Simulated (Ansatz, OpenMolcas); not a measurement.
# SiH4 (SMILES [H][Si]([H])([H])[H]): methods side by side

The species is SiH4 (5 atoms), meant as a singlet with charge 0. As SMILES, `[H][Si]([H])([H])[H]`. The coordinates come from a GFN2-xTB relaxation.

Each level gives the vertical ionisation energy (to the doublet cation) (eV). The values are calculated.

```
                             level                    kind     program  value (eV)  less FCI/3-21G  CPU time (all runs)
                          HF/3-21G            Hartree–Fock      Ansatz       12.20           -0.26               0.28 s
                        BLYP/3-21G                     GGA      Ansatz       12.29           -0.17                2.9 s
                       B3LYP/3-21G           global hybrid      Ansatz       12.69           +0.23                3.3 s
                     r2SCAN0/3-21G         hybrid meta-GGA      Ansatz       12.83           +0.37                5.3 s
                       wB97X/3-21G  range-separated hybrid      Ansatz       12.92           +0.46                9.8 s
                      B2PLYP/3-21G           double hybrid      Ansatz       12.71           +0.25                5.6 s
                         MP2/3-21G     perturbation theory      Ansatz       12.47           +0.01                0.3 s
                       CCSDT/3-21G   coupled cluster or CI      Ansatz       12.46            0.00                1.2 s
FCI/STO-3G, open shells restricted      exact in the basis  OpenMolcas       10.98           -1.48                3.8 s
                         FCI/3-21G      exact in the basis      Ansatz       12.46            0.00                 18 s
```

FCI/3-21G is exact within its basis and frozen core, so for wave-function methods in that basis the difference is their error; functionals converge differently with the basis, so for them it is only a difference. The values span 10.98 to 12.92 eV. All rows use very small basis sets, so none should be taken for the real molecule's value. Times are those of the runs behind each value, whatever else they computed, on shared processors of several kinds: orders of magnitude only.
